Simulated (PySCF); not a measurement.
PySCF job for CH₄O, SMILES OC, TDA-PBE/def2-TZVPD. Geometry: B3LYP-D3(BJ)/def2-TZVP.

```python
import numpy as np
from pyscf import gto, scf, dft, tdscf

mol = gto.M(
    atom='''
    C    -0.02018001    0.66538577   -0.00000000
    O     0.12219090   -0.74817394    0.00000000
    H    -0.54431661    1.02842057    0.89116193
    H     0.98567192    1.08296822    0.00000001
    H    -0.54431660    1.02842057   -0.89116194
    H    -0.75348591   -1.14673247   -0.00000001
    ''',
    basis='def2-TZVPD',
    charge=0,
    spin=0,
    symmetry=True,
    max_memory=1600,
    verbose=4,
)
mf = dft.RKS(mol, xc='pbe').density_fit(auxbasis='def2-universal-jkfit')
mf.grids.level = 3
mf.conv_tol = 1e-9
mf.max_cycle = 100
mf.kernel()
mf.grids = dft.Grids(mol).set(level=1).build(with_non0tab=True)  # coarser grid for the response kernel
td = tdscf.TDA(mf)
td.singlet = True
td.nstates = 10
td.conv_tol = 1e-4
td.positive_eig_threshold = 1e-6
td.kernel(x0=td.get_init_guess(mf, 15))
td.analyze()
tt = tdscf.TDA(mf)
tt.singlet = False
tt.nstates = 4
tt.conv_tol = 1e-4
tt.positive_eig_threshold = 1e-6
tt.kernel(x0=tt.get_init_guess(mf, 9))
tt.analyze(verbose=3)
```

Log of the run:

```
PySCF version 2.14.0

[INPUT] verbose = 4
[INPUT] num. atoms = 6
[INPUT] num. electrons = 18
[INPUT] charge = 0
[INPUT] spin (= nelec alpha-beta = 2S) = 0
[INPUT] symmetry True subgroup None
[INPUT] Mole.unit = angstrom
[INPUT] Symbol           X                Y                Z      unit          X                Y                Z       unit  Magmom
[INPUT]  1 C     -0.020180010000   0.665385770000   0.000000000000 AA   -0.038134692091   1.257396872483   0.000000000000 Bohr   0.0
[INPUT]  2 O      0.122190900000  -0.748173940000   0.000000000000 AA    0.230907335914  -1.413843840137   0.000000000000 Bohr   0.0
[INPUT]  3 H     -0.544316610000   1.028420570000   0.891161930000 AA   -1.028609317952   1.943433218169   1.684051980339 Bohr   0.0
[INPUT]  4 H      0.985671920000   1.082968220000   0.000000010000 AA    1.862649977474   2.046513337408   0.000000018897 Bohr   0.0
[INPUT]  5 H     -0.544316600000   1.028420570000  -0.891161940000 AA   -1.028609299054   1.943433218169  -1.684051999236 Bohr   0.0
[INPUT]  6 H     -0.753485910000  -1.146732470000  -0.000000010000 AA   -1.423882008619  -2.167010306446  -0.000000018897 Bohr   0.0

nuclear repulsion = 40.2734558469581
point group symmetry = Cs
symmetry origin: [-6.29908707e-09 -1.04984796e-09 -1.04984785e-09]
symmetry axis x: [ 1.00000000e+00 -1.20265035e-09  2.09244309e-08]
symmetry axis y: [-1.20265033e-09 -1.00000000e+00 -1.18360680e-09]
symmetry axis z: [ 2.09244310e-08  1.18360684e-09 -1.00000000e+00]
num. orbitals of irrep A' = 75
num. orbitals of irrep A" = 38
number of shells = 47
number of NR pGTOs = 151
number of NR cGTOs = 113
basis = def2-TZVPD
ecp = {}


[settings echo left out]
init E= -115.616124471099
HOMO (A") = -0.349525703635133  LUMO (A') = -0.0370827218327818  gap/eV = 8.50201
cycle= 1 E= -115.537869845877  delta_E= 0.0783  |g|= 0.706  |ddm|= 1.62
HOMO (A") = -0.0665647373806608  LUMO (A') = 0.00474931210066742  gap/eV = 1.94055
cycle= 2 E= -115.158099245428  delta_E= 0.38  |g|= 1.55  |ddm|= 1.25
HOMO (A") = -0.240355393839615  LUMO (A') = -0.0168789416993782  gap/eV = 6.08110
cycle= 3 E= -115.629582821491  delta_E= -0.471  |g|= 0.109  |ddm|= 0.868
HOMO (A") = -0.234344478614935  LUMO (A') = -0.0166776651088902  gap/eV = 5.92302
cycle= 4 E= -115.63112908782  delta_E= -0.00155  |g|= 0.0689  |ddm|= 0.0944
HOMO (A") = -0.230505033486567  LUMO (A') = -0.0152984278154662  gap/eV = 5.85607
cycle= 5 E= -115.63219558769  delta_E= -0.00107  |g|= 0.0123  |ddm|= 0.0413
HOMO (A") = -0.231175995772962  LUMO (A') = -0.0157006267654118  gap/eV = 5.86338
cycle= 6 E= -115.632228036753  delta_E= -3.24e-05  |g|= 0.00127  |ddm|= 0.0126
HOMO (A") = -0.231314573456966  LUMO (A') = -0.01573206824877  gap/eV = 5.86630
cycle= 7 E= -115.632228363632  delta_E= -3.27e-07  |g|= 0.000214  |ddm|= 0.00139
HOMO (A") = -0.231346311433657  LUMO (A') = -0.0157508388332417  gap/eV = 5.86665
cycle= 8 E= -115.632228376373  delta_E= -1.27e-08  |g|= 3.4e-05  |ddm|= 0.000361
HOMO (A") = -0.231347057528228  LUMO (A') = -0.0157504491113798  gap/eV = 5.86668
cycle= 9 E= -115.632228376657  delta_E= -2.84e-10  |g|= 5.1e-06  |ddm|= 4.17e-05
HOMO (A") = -0.231347472274894  LUMO (A') = -0.015750823926993  gap/eV = 5.86668
Extra cycle  E= -115.632228376661  delta_E= -3.24e-12  |g|= 3.73e-06  |ddm|= 1.09e-05
converged SCF energy = -115.632228376661
tot grids = 20248
Overwritten attributes  positive_eig_threshold  of <class 'pyscf.tdscf.rks.TDA'>


******** <class 'pyscf.tdscf.rks.TDA'> for <class 'pyscf.df.df_jk.DFSymAdaptedRKS'> ********
nstates = 10 singlet
deg_eia_thresh = 1.000e-03
wfnsym = None
conv_tol = 0.0001
eigh lindep = 1e-12
eigh level_shift = 0
eigh max_cycle = 100


Excitation energies (eV)
[5.92379514 6.75017162 7.59992408 7.68383617 7.68546289 8.39360925
 8.4870533  8.7011895  9.16013465 9.32964673]

** Singlet excitation energies and oscillator strengths **
Excited State   1:   A"      5.92380 eV    209.30 nm  f=0.0004
       9 -> 10        0.70499
Excited State   2:   A"      6.75017 eV    183.68 nm  f=0.0275
       9 -> 11        0.70398
Excited State   3:   A'      7.59992 eV    163.14 nm  f=0.0242
       8 -> 10        0.46558
       9 -> 12       -0.53147
Excited State   4:   A'      7.68384 eV    161.36 nm  f=0.0254
       8 -> 10        0.52898
       9 -> 12        0.46405
Excited State   5:   A"      7.68546 eV    161.32 nm  f=0.0125
       9 -> 13        0.70571
Excited State   6:   A"      8.39361 eV    147.71 nm  f=0.0007
       9 -> 14       -0.70613
Excited State   7:   A'      8.48705 eV    146.09 nm  f=0.0467
       8 -> 11       -0.69888
Excited State   8:   A"      8.70119 eV    142.49 nm  f=0.0042
       9 -> 15       -0.70577
Excited State   9:   A'      9.16013 eV    135.35 nm  f=0.0095
       9 -> 16        0.68099
       9 -> 17       -0.14493
Excited State  10:   A"      9.32965 eV    132.89 nm  f=0.0175
       8 -> 12       -0.70604

** Transition electric dipole moments (AU) **
state          X           Y           Z        Dip. S.      Osc.
  1         0.0000     -0.0000      0.0553      0.0031      0.0004
  2         0.0000     -0.0000      0.4077      0.1662      0.0275
  3         0.1566     -0.3246      0.0000      0.1299      0.0242
  4        -0.0865      0.3569     -0.0000      0.1349      0.0254
  5         0.0000     -0.0000     -0.2576      0.0663      0.0125
  6         0.0000     -0.0000      0.0601      0.0036      0.0007
  7        -0.4545      0.1347      0.0000      0.2247      0.0467
  8        -0.0000      0.0000      0.1409      0.0199      0.0042
  9        -0.1817      0.0970      0.0000      0.0424      0.0095
 10         0.0000     -0.0000      0.2769      0.0767      0.0175

** Transition velocity dipole moments (imaginary part, AU) **
state          X           Y           Z        Dip. S.      Osc.
  1         0.0000      0.0000      0.0235      0.0006      0.0017
  2        -0.0000      0.0000      0.1133      0.0128      0.0345
  3         0.0325     -0.0849      0.0000      0.0083      0.0197
  4        -0.0326      0.0905     -0.0000      0.0093      0.0219
  5        -0.0000      0.0000     -0.0727      0.0053      0.0125
  6        -0.0000      0.0000      0.0087      0.0001      0.0002
  7        -0.1316      0.0297      0.0000      0.0182      0.0389
  8         0.0000     -0.0000      0.0223      0.0005      0.0010
  9        -0.0447     -0.0025      0.0000      0.0020      0.0040
 10         0.0000      0.0000      0.0761      0.0058      0.0113

** Transition magnetic dipole moments (imaginary part, AU) **
state          X           Y           Z
  1         0.6080     -0.0585     -0.0000
  2         0.0387     -0.0714     -0.0000
  3         0.0000      0.0000     -0.3909
  4        -0.0000     -0.0000     -0.7139
  5        -0.1986      0.0004     -0.0000
  6        -0.4061      0.1175     -0.0000
  7        -0.0000      0.0000      0.1672
  8        -0.6819     -0.3732      0.0000
  9        -0.0000     -0.0000     -0.5561
 10        -0.1036      0.1362      0.0000


******** <class 'pyscf.tdscf.rks.TDA'> for <class 'pyscf.df.df_jk.DFSymAdaptedRKS'> ********
nstates = 4 triplet
deg_eia_thresh = 1.000e-03
wfnsym = None
conv_tol = 0.0001
eigh lindep = 1e-12
eigh level_shift = 0
eigh max_cycle = 100


Excitation energies (eV)
[5.68770026 6.52297779 7.35540569 7.46687455]

** Triplet excitation energies and oscillator strengths **
Excited State   1:   A"      5.68770 eV    217.99 nm  f=0.0000
Excited State   2:   A"      6.52298 eV    190.07 nm  f=0.0000
Excited State   3:   A'      7.35541 eV    168.56 nm  f=0.0000
Excited State   4:   A'      7.46687 eV    166.05 nm  f=0.0000
```

Self-consistency was reached.
